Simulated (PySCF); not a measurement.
**`C[c-]1cccc1`, [C6H7]-, charge -1**

Cartesian coordinates in Å; atom numbers follow the order of the lines, from 1:
```xyz
13

C    -1.9738    0.1585   -0.1333
C    -0.4849    0.0766   -0.0223
C     0.3958    1.1671    0.1041
C     1.7150    0.6734    0.1310
C     1.6529   -0.7267    0.0231
C     0.2962   -1.0937   -0.0705
H    -2.4739   -0.6482    0.4191
H    -2.3421    0.0977   -1.1702
H    -2.3477    1.1053    0.2748
H     0.0980    2.2101    0.1709
H     2.6174    1.2677    0.2330
H     2.4992   -1.4064    0.0263
H    -0.0888   -2.1057   -0.1621
```

Total charge -1.

Computed, not measured: quadratic response CAM-B3LYP/def2-TZVPD first hyperpolarisability, Taylor convention, gas phase in PySCF 2.14.0. Geometry: PBE0-D3(BJ)/def2-TZVP.

For a gas-phase anion, states above the detachment energy (about 1.1 eV, taken as minus the energy of the highest occupied orbital) lie in the continuum and depend on the basis.

Give the tensor of the static β(0;0,0) in the axes of these coordinates.

In au, Taylor convention; rows are the first index (the induced dipole):
```csv
,xx,yy,zz,xy,xz,yz
x,+209.4,+9.4,-67.9,+4.8,+69.7,+4.7
y,+4.8,-5.5,+8.1,+9.4,+4.7,+0.8
z,+69.7,+0.8,+7.6,+4.7,-67.9,+8.1
```
Norm of βᵢ = ⅓ Σⱼ (βᵢⱼⱼ + βⱼᵢⱼ + βⱼⱼᵢ): 170.0 au, hyper-Rayleigh value 95.7 au.
